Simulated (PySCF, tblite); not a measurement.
# C3H4F2O: dynamics, then NMR shifts and electronic excitations on frames, part 2 of 2

tblite 0.8.0 and PySCF 2.14.0. Atoms count from 0.

## (9) NMR shieldings: 800 fs, PBE0/pcSseg-1

The job: settings as JSON, then the geometry in Å.

```
{"job": {"kind": "nmr", "xc": "PBE0", "basis": "pcSseg-1", "pop": false}, "charge": 0, "multiplicity": 1}
C      0.050000     0.516300    -1.105300
C     -0.082500     1.164200     0.013900
O     -0.536300     0.649400     1.313500
C     -1.030600    -0.660000     1.274500
F     -1.396600    -1.028400     2.505000
F     -2.097800    -0.729300     0.484800
H     -0.331600    -0.496700    -1.218500
H      0.616600     0.953800    -1.974400
H      0.131700     2.249100     0.193100
H     -0.355600    -1.391600     0.894300
```

With the program's defaults for keys left out, this is: GIAO PBE0/pcSseg-1 NMR shielding, non-relativistic, gas phase.

What it wrote:

```text
coarse grid: 9000 points
cycle   1  E = -390.9722654543  dE =  8.354e-01  |g| = 8.281e-01  |ddm| = 2.668e+00
cycle   2  E = -390.8746235403  dE =  9.764e-02  |g| = 1.158e+00  |ddm| = 9.583e-01
cycle   3  E = -391.0890369942  dE = -2.144e-01  |g| = 6.462e-02  |ddm| = 5.661e-01
cycle   4  E = -391.0895205987  dE = -4.836e-04  |g| = 4.257e-02  |ddm| = 6.052e-02
cycle   5  E = -391.0898714246  dE = -3.508e-04  |g| = 1.144e-02  |ddm| = 3.285e-02
cycle   6  E = -391.0898934872  dE = -2.206e-05  |g| = 3.570e-03  |ddm| = 9.444e-03
cycle   7  E = -391.0898961689  dE = -2.682e-06  |g| = 7.194e-04  |ddm| = 2.584e-03
final grid: 89528 points
cycle   8  E = -391.1501519877  dE = -2.591e-05  |g| = 1.083e-02  |ddm| = 1.773e-02
cycle   9  E = -391.1501215804  dE =  3.041e-05  |g| = 1.712e-02  |ddm| = 1.465e-02
cycle  10  E = -391.1501728936  dE = -5.131e-05  |g| = 1.363e-03  |ddm| = 9.612e-03
cycle  11  E = -391.1501732737  dE = -3.801e-07  |g| = 3.553e-04  |ddm| = 1.150e-03
cycle  12  E = -391.1501732948  dE = -2.115e-08  |g| = 1.185e-04  |ddm| = 2.635e-04
cycle  13  E = -391.1501732978  dE = -2.920e-09  |g| = 3.131e-05  |ddm| = 8.980e-05
cycle  14  E = -391.1501732979  dE = -1.928e-10  |g| = 1.151e-05  |ddm| = 2.525e-05
converged SCF energy = -391.1501732979

GIAO shielding tensors (ppm)
atom      isotropic    diamagn.    paramagn.     s11        s22        s33       span
  0 C       87.572     258.903    -171.331     -9.584    102.564    169.736    179.321
  1 C       24.830     250.820    -225.990    -73.212     60.434     87.269    160.481
  2 O      124.381     398.195    -273.814     54.136    132.379    186.628    132.492
  3 C       65.139     242.521    -177.382     45.022     74.007     76.388     31.366
  4 F      290.172     467.887    -177.715    199.770    322.387    348.360    148.590
  5 F      276.737     473.737    -197.000    208.376    287.633    334.202    125.827
  6 H       26.599      32.146      -5.547     23.887     25.174     30.736      6.849
  7 H       25.820      28.224      -2.404     24.021     24.892     28.547      4.526
  8 H       24.395      28.168      -3.773     21.090     25.812     26.283      5.193
  9 H       25.649      31.008      -5.359     22.839     25.484     28.625      5.786
```

Run time: 5.7 s. Hardware: 1 thread of Intel Xeon 6975P-C, shared host; peak memory 0.58 GiB.

Key values: δ C1 162.1, C3 121.8, C0 99.4, O2 211.7, H8 7.32, H9 6.07 ppm.

## (10) Excited states and response: 800 fs, PBE0/def2-SVPD

The job, as its differences from that of step 9:

```diff
@@ -1,2 +1,2 @@
-{"job": {"kind": "nmr", "xc": "PBE0", "basis": "pcSseg-1", "pop": false}, "charge": 0, "multiplicity": 1}
+{"job": {"kind": "uv", "xc": "PBE0", "basis": "def2-SVPD", "nstates": 5, "ntriplets": 0}, "charge": 0, "multiplicity": 1}
 C      0.050000     0.516300    -1.105300
```

Method: TDDFT PBE0/def2-SVPD, vertical, gas phase, core orbitals frozen in the response.

What it wrote:

```text
coarse grid: 9000 points
cycle   1  E = -390.7446004421  dE =  7.924e-01  |g| = 7.759e-01  |ddm| = 4.013e+00
cycle   2  E = -390.6524233187  dE =  9.218e-02  |g| = 1.084e+00  |ddm| = 1.614e+00
cycle   3  E = -390.8535917312  dE = -2.012e-01  |g| = 6.695e-02  |ddm| = 9.233e-01
cycle   4  E = -390.8541575566  dE = -5.658e-04  |g| = 4.085e-02  |ddm| = 1.042e-01
cycle   5  E = -390.8544982794  dE = -3.407e-04  |g| = 1.158e-02  |ddm| = 5.105e-02
cycle   6  E = -390.8545226754  dE = -2.440e-05  |g| = 3.422e-03  |ddm| = 1.497e-02
cycle   7  E = -390.8545252784  dE = -2.603e-06  |g| = 6.418e-04  |ddm| = 4.409e-03
final grid: 89528 points
cycle   8  E = -390.9149753379  dE = -2.513e-05  |g| = 9.952e-03  |ddm| = 6.866e-02
cycle   9  E = -390.9149487641  dE =  2.657e-05  |g| = 1.565e-02  |ddm| = 2.356e-02
cycle  10  E = -390.9149942225  dE = -4.546e-05  |g| = 1.331e-03  |ddm| = 1.384e-02
cycle  11  E = -390.9149945990  dE = -3.765e-07  |g| = 3.399e-04  |ddm| = 1.720e-03
cycle  12  E = -390.9149946202  dE = -2.118e-08  |g| = 1.064e-04  |ddm| = 4.130e-04
cycle  13  E = -390.9149946226  dE = -2.404e-09  |g| = 2.967e-05  |ddm| = 1.707e-04
cycle  14  E = -390.9149946228  dE = -1.772e-10  |g| = 1.217e-05  |ddm| = 4.688e-05
converged SCF energy = -390.9149946228

Static polarisability (au): isotropic 44.535, principal 34.276 44.205 55.123

Singlet excitations
state   eV       nm        f      main configurations
  1   7.0333    176.3   0.11769   H->L 0.79
  2   7.4542    166.3   0.06215   H->L+1 0.88
  3   7.8128    158.7   0.06120   H->L+2 0.84
  4   8.2031    151.1   0.02253   H->L+3 0.77, H->L+4 0.12
  5   8.5925    144.3   0.00449   H->L+4 0.63, H-1->L 0.18, H->L+3 0.14
```

Wall time 11 s (1 thread of Intel Xeon 6975P-C, shared host); peak memory 0.74 GiB.

Key values: HOMO -7.94 eV, LUMO -0.13 eV; lowest singlet 7.03 eV.

## (11) Shielding tensors: 1000 fs, PBE0/pcSseg-1

The job: settings as JSON, then the geometry in Å.

```
{"job": {"kind": "nmr", "xc": "PBE0", "basis": "pcSseg-1", "pop": false}, "charge": 0, "multiplicity": 1}
C     -0.387700     0.459700    -0.933800
C     -0.803600     1.357800    -0.086300
O     -1.465700     1.141800     1.058300
C     -1.583400    -0.151600     1.407500
F     -2.032600    -0.192800     2.703200
F     -2.407400    -0.850500     0.614200
H     -0.621600    -0.555200    -0.865600
H      0.421300     0.618800    -1.700200
H     -0.581900     2.395200    -0.265900
H     -0.625200    -0.652800     1.321300
```

With the program's defaults for keys left out, this is: GIAO PBE0/pcSseg-1 NMR shielding, non-relativistic, gas phase.

What it wrote:

```text
coarse grid: 9000 points
cycle   1  E = -390.9768526930  dE =  1.058e+00  |g| = 8.231e-01  |ddm| = 2.705e+00
cycle   2  E = -390.8882911293  dE =  8.856e-02  |g| = 1.133e+00  |ddm| = 9.355e-01
cycle   3  E = -391.0933895500  dE = -2.051e-01  |g| = 6.757e-02  |ddm| = 5.423e-01
cycle   4  E = -391.0939426091  dE = -5.531e-04  |g| = 4.039e-02  |ddm| = 6.468e-02
cycle   5  E = -391.0942111403  dE = -2.685e-04  |g| = 9.259e-03  |ddm| = 2.637e-02
cycle   6  E = -391.0942242793  dE = -1.314e-05  |g| = 3.758e-03  |ddm| = 7.901e-03
cycle   7  E = -391.0942274714  dE = -3.192e-06  |g| = 7.042e-04  |ddm| = 3.029e-03
final grid: 89528 points
cycle   8  E = -391.1521443490  dE = -2.805e-05  |g| = 9.608e-03  |ddm| = 1.753e-02
cycle   9  E = -391.1521262423  dE =  1.811e-05  |g| = 1.403e-02  |ddm| = 1.244e-02
cycle  10  E = -391.1521604497  dE = -3.421e-05  |g| = 1.354e-03  |ddm| = 8.102e-03
cycle  11  E = -391.1521608607  dE = -4.109e-07  |g| = 3.383e-04  |ddm| = 1.212e-03
cycle  12  E = -391.1521608807  dE = -2.002e-08  |g| = 1.124e-04  |ddm| = 2.518e-04
cycle  13  E = -391.1521608830  dE = -2.260e-09  |g| = 1.894e-05  |ddm| = 7.195e-05
cycle  14  E = -391.1521608830  dE = -5.252e-11  |g| = 9.489e-06  |ddm| = 1.587e-05
converged SCF energy = -391.1521608830

GIAO shielding tensors (ppm)
atom      isotropic    diamagn.    paramagn.     s11        s22        s33       span
  0 C       91.777     261.400    -169.623      2.936     96.930    175.464    172.528
  1 C       38.604     253.109    -214.505    -69.584     70.610    114.788    184.372
  2 O      158.621     395.625    -237.004    117.598    120.091    238.174    120.576
  3 C       64.586     250.072    -185.486     44.669     69.390     79.700     35.032
  4 F      275.374     468.325    -192.950    165.280    294.268    366.575    201.295
  5 F      271.964     473.596    -201.633    204.359    278.748    332.784    128.425
  6 H       27.935      34.755      -6.821     24.971     26.796     32.037      7.066
  7 H       26.305      29.932      -3.627     24.515     25.376     29.024      4.509
  8 H       25.108      29.768      -4.660     21.677     25.714     27.934      6.257
  9 H       25.654      32.000      -6.346     22.955     25.396     28.610      5.655
```

It took 6 s on 1 thread of Intel Xeon 6975P-C, shared host; peak memory 0.58 GiB.

In short: δ C1 148.3, C3 122.3, C0 95.1, O2 177.5, H8 6.61, H9 6.06 ppm.

## (12) Excited states and response: 1000 fs, PBE0/def2-SVPD

The job, as its differences from that of step 11:

```diff
@@ -1,2 +1,2 @@
-{"job": {"kind": "nmr", "xc": "PBE0", "basis": "pcSseg-1", "pop": false}, "charge": 0, "multiplicity": 1}
+{"job": {"kind": "uv", "xc": "PBE0", "basis": "def2-SVPD", "nstates": 5, "ntriplets": 0}, "charge": 0, "multiplicity": 1}
 C     -0.387700     0.459700    -0.933800
```

With the program's defaults for keys left out, this is: TDDFT PBE0/def2-SVPD, vertical, gas phase, core orbitals frozen in the response.

What it wrote:

```text
coarse grid: 9000 points
cycle   1  E = -390.7498259533  dE =  1.014e+00  |g| = 7.716e-01  |ddm| = 4.159e+00
cycle   2  E = -390.6678137833  dE =  8.201e-02  |g| = 1.056e+00  |ddm| = 1.626e+00
cycle   3  E = -390.8586997243  dE = -1.909e-01  |g| = 6.712e-02  |ddm| = 8.970e-01
cycle   4  E = -390.8592897136  dE = -5.900e-04  |g| = 3.734e-02  |ddm| = 9.465e-02
cycle   5  E = -390.8595371192  dE = -2.474e-04  |g| = 8.657e-03  |ddm| = 4.106e-02
cycle   6  E = -390.8595488198  dE = -1.170e-05  |g| = 3.596e-03  |ddm| = 1.279e-02
cycle   7  E = -390.8595518132  dE = -2.993e-06  |g| = 6.451e-04  |ddm| = 4.357e-03
final grid: 89528 points
cycle   8  E = -390.9174084234  dE = -2.821e-05  |g| = 8.916e-03  |ddm| = 8.415e-02
cycle   9  E = -390.9173921168  dE =  1.631e-05  |g| = 1.301e-02  |ddm| = 2.047e-02
cycle  10  E = -390.9174233119  dE = -3.120e-05  |g| = 1.280e-03  |ddm| = 1.196e-02
cycle  11  E = -390.9174236935  dE = -3.816e-07  |g| = 3.111e-04  |ddm| = 1.822e-03
cycle  12  E = -390.9174237119  dE = -1.839e-08  |g| = 1.036e-04  |ddm| = 4.137e-04
cycle  13  E = -390.9174237139  dE = -2.037e-09  |g| = 2.051e-05  |ddm| = 1.380e-04
cycle  14  E = -390.9174237140  dE = -6.617e-11  |g| = 9.780e-06  |ddm| = 3.338e-05
converged SCF energy = -390.9174237140

Static polarisability (au): isotropic 43.217, principal 34.108 42.365 53.179

Singlet excitations
state   eV       nm        f      main configurations
  1   7.2049    172.1   0.11877   H->L 0.61, H->L+1 0.26
  2   7.3182    169.4   0.12926   H->L+1 0.67, H->L 0.29
  3   7.7445    160.1   0.04019   H->L+2 0.89
  4   8.2030    151.1   0.00298   H->L+3 0.95
  5   8.7877    141.1   0.01158   H->L+4 0.59, H-1->L 0.34
```

It took 11 s on 1 thread of Intel Xeon 6975P-C, shared host; peak memory 0.74 GiB.

This run: HOMO -7.77 eV, LUMO 0.03 eV; lowest singlet 7.20 eV.

## (13) Comparing the runs: NMR shifts

Shifts (ppm) of some atoms, chosen among heavy atoms and hydrogens apart, with basis size and wall time:

```csv
frame,C1,C0,H9,H7,O2,F5,F4,functions,time
250 fs,150.9,96.9,7.74,4.40,176.6,-89.5,-91.6,122,7.2 s
425 fs,161.3,106.7,6.61,5.29,185.1,-100.8,-124.9,122,6.6 s
625 fs,154.4,97.9,6.04,4.15,164.5,-89.6,-102.8,122,6 s
800 fs,162.1,99.4,6.07,5.90,211.7,-105.8,-119.2,122,5.7 s
1000 fs,148.3,95.1,6.06,5.41,177.5,-101.0,-104.4,122,6 s
```

## (14) Comparing the runs: electronic excitations

Excitations and ground-state properties, with basis size and wall time:

```csv
frame,lowest singlet (eV),brightest (eV),f,gap (eV),α (Å³),μ (D),functions,time
250 fs,7.27,7.27,0.162,7.83,6.51,2.66,161,13 s
425 fs,6.85,6.85,0.265,7.23,6.53,2.02,161,11 s
625 fs,7.37,7.37,0.206,7.86,6.46,2.56,161,9.9 s
800 fs,7.03,7.03,0.118,7.81,6.60,2.57,161,11 s
1000 fs,7.20,7.32,0.129,7.80,6.40,2.37,161,11 s
```

## (15) Results

The summary covers parts 1 to 2.

| quantity | value |
| --- | --- |
| thermostat | 300 K |
| mean temperature, second half | 335 K |
| mean potential energy above the minimum | 0.36 eV |
| ¹³C shifts against TMS (PBE0/pcSseg-1, 250 fs) | 150.9, 125.0, 96.9 ppm |
| ¹H shifts against TMS (PBE0/pcSseg-1, 250 fs) | 7.74, 5.83, 4.63, 4.40 ppm |
| ¹⁷O shifts against H2O (PBE0/pcSseg-1, 250 fs) | 176.6 ppm |
| ¹⁹F shifts against CFCl3 (PBE0/pcSseg-1, 250 fs) | -89.5, -91.6 ppm |
| lowest singlet (PBE0/def2-SVPD, 250 fs) | 7.27 eV (171 nm), f = 0.162 |
| range of the shift of O2 | 164.5 to 211.7 ppm |
| range of the lowest singlet | 6.85 to 7.37 eV |

In the second half the potential energy averages 0.36 eV above the minimum; equipartition over 24 harmonic modes at 300 K would give 0.31 eV. With 10 atoms the temperature swings widely (118 to 550 K). Shifts at one fixed geometry are not the observed spectrum, which averages over the motion. In the first frame run (250 fs): The widest tensor belongs to F4: span 208 ppm, with a paramagnetic part of -207 ppm. The first singlet state (HOMO→LUMO 0.64, HOMO→LUMO+1 0.32) lies at 7.27 eV and is bright. In ppm, O2 moves most: its shift spreads over 47.2 ppm, from 164.5 (625 fs) to 211.7 (800 fs). The lowest singlet runs from 6.85 eV (425 fs) to 7.37 eV (625 fs), while the orbital gap spans 7.23 to 7.86 eV. The lowest state need not be the same one in every run.
